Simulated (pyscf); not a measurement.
A first-order saddle from PySCF, ωB97X-D3(BJ)/def2-SVP:

```xyz
7

O     -0.0617     0.4917     1.5923
V     -0.9982     0.1314     0.4550
Cl     0.6437    -1.1105    -1.0275
Cl    -2.5706     1.5819     0.4710
Cl    -1.9364    -1.7859     0.7938
H     -0.4487     1.1182    -0.7758
H      0.2522     0.2350    -1.1498
```
Charge 0, spin multiplicity 1.

Surface: singlet, charge 0. Lowest wavenumbers (cm⁻¹): 437i, 106, 147, 155, 221.

Which two sides does it connect, and which bonds change?

O=V(Cl)(Cl)–Cl + hydrogen (H₂) ⇌ O=VH(Cl)–Cl + hydrogen chloride (HCl), a four-centre exchange read from left to right: Cl–V, H–H broken and H–V, Cl–H formed. At ωB97M-D3(BJ)/def2-TZVP it lies +34.0 kcal/mol from the left side and +9.3 kcal/mol from the right (each side as separated species at their lowest minima found). On the product side the descent ends in an adduct with a Cl–V contact, 1.9 kcal/mol under the separated species and 7.3 kcal/mol under the saddle at ωB97X-D3(BJ)/def2-TZVP. What is counted as broken (Cl–V) persists as a longer contact in the product adduct; parting that adduct is a step of its own. One saddle was located; it need not be the lowest between these sides.
